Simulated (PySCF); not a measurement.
# C2H3F3O: the cost of one run

The runs use PySCF 2.14.0, with density-fitted response routines of our own; the level of theory stands in each step. All values are computed, except where a source is named. Atoms are numbered from 0 throughout.

## Step 1: The molecule as given

9 atoms, charge 0, multiplicity 1; geometry from: GFN2-xTB.

Bonds of the start (Å): F0–C1 1.37, C1–O2 1.38, O2–C3 1.37, C3–F4 1.36, C3–F5 1.33, C1–H6 1.10, C1–H7 1.09, C3–H8 1.11.

## Step 2: Geometry optimisation at PBE0-D3(BJ)/def2-SVP

Job settings and geometry (Å):

```
{"job": {"xc": "PBE0", "basis": "def2-SVP", "d3": "d3bj", "grid": 1, "kind": "geom"}, "charge": 0, "multiplicity": 1}
F      1.724965    -0.662921    -0.372893
C      1.065091     0.522698    -0.215438
O     -0.021802     0.361406     0.627505
C     -1.019235    -0.437983     0.145372
F     -1.647052     0.154714    -0.901392
F     -1.928633    -0.583283     1.107154
H      0.777162     0.862378    -1.221062
H      1.744195     1.224710     0.276462
H     -0.681129    -1.435726    -0.189169
```

Run with:

```
OMP_NUM_THREADS=1 python probes_run.py task.json out
```

This one command runs all jobs of the session in turn.

**Question.** How long does this first job take on 1 thread of Arm Neoverse V2, shared host, and how much memory does it need?

About 21 s, with a peak of 0.41 GiB.
